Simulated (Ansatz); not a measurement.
Litharge SnO was calculated with rVV10 (Ansatz, a quantum-chemistry and plane-wave program, plane waves, PAW).

Run with plane-wave cutoff 520 eV, 10×10×8 k mesh (along the axes of the cell as run), Fermi–Dirac smearing 0.01 eV, scalar-relativistic PAW data made under PBE.

The cell is scaled about its equilibrium volume:

Shape and atoms are relaxed at each volume.

```csv
V (Å³/atom),P (GPa),direct gap at Γ (eV),smallest gap on the k mesh (eV),c (Å)
17.967,1.40,2.194,0.167,4.793
18.342,0.65,2.114,0.274,4.872
18.716,-0.01,2.044,0.382,4.950
19.090,-0.55,1.981,0.491,5.030
19.465,-0.99,1.925,0.599,5.113
```

The fundamental gap (0.38 eV at the equilibrium volume, with added k points) lies elsewhere than Γ–Γ.

Note: the bulk modulus comes from volumes at which shape and atoms were relaxed.

Spin–orbit coupling is not included.
